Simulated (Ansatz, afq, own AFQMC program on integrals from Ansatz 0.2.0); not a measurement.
NH, triplet: AFQMC among the cluster methods

```xyz
2

N     0.0000    0.0000    0.0000
H     0.0000    0.0000    1.0366
```

Basis 6-31++G**. Noble-gas cores (and the filled d shells of Ga–Kr and In–Xe) are frozen. Integrals, coupled cluster, full CI and functionals: Ansatz 0.2.0; the random walks run on the same integrals in our own AFQMC program. The CISD trial takes its coefficients from CCSD amplitudes. Released means that phaseless walkers are propagated on without the constraint, phases kept. Free projection: walkers drawn from exp(T), propagated without any constraint. Its projection time is finite, and what remains of the start isn't in its error. Uncertainties: one standard error, sampling alone.

Determinant: UHF, the one that the program's search chose, which needn't be the lowest solution. The geometry is a PBE0/def2-TZVPD stationary point of this or a neighbouring charge and spin state.

Full CI on the same integrals is exact in this basis and with this determinant's frozen core.

Cautions: lower spins were not checked; the ph-AFQMC/HF walk drifts between its halves (2.1 errors).

* T1 diagnostic: 0.0106
* weight of the determinant in the CISD state: 0.954
* ⟨S²⟩ of the determinant: 2.015
* size of the correlated space: 6 electrons in 24 orbitals

Reference: full CI, correlation energy -3.510 eV. The released energy is read at 2.40 1/Eh (meV from the phaseless value at times in 1/Eh: -4 ± 3 at 0.24, -2 ± 3 at 0.51, -1 ± 3 at 0.99, 3 ± 3 at 1.62, -3 ± 3 at 2.40).

```tsv
level	E − E(reference) (kJ/mol)	share of correlation (%)
HF	338.7	0.00
MP2	57.0	83.16
CCSD	5.8	98.27
CCSD(T)	1.2	99.65
CCSDT	0.3	99.90
CCSDT(Q)	0.0	99.99
ph-AFQMC/HF	3.2 ± 2.0	99.05
ph-AFQMC/CISD	0.3 ± 0.3	99.91
released AFQMC	0.0 ± 0.3	99.99
free AFQMC	0.0 ± 0.7	99.99
```

CCSDT and higher add their correlation energy to the determinant of the CCSD(T) run, since their own runs factorise the integrals more tightly (a shift of under 2 meV). Free projections are given only where their last times agree within the noise and don't stop above the reference; a slow remainder of the start can still hide under it. A walk keeps the symmetry of its determinant, which the program's search chose and which needn't be the lowest solution, so a lower state of the same spin and another symmetry isn't excluded. Released energies are given only where the last usable release times agree within the noise; a slower fall can still hide under it.
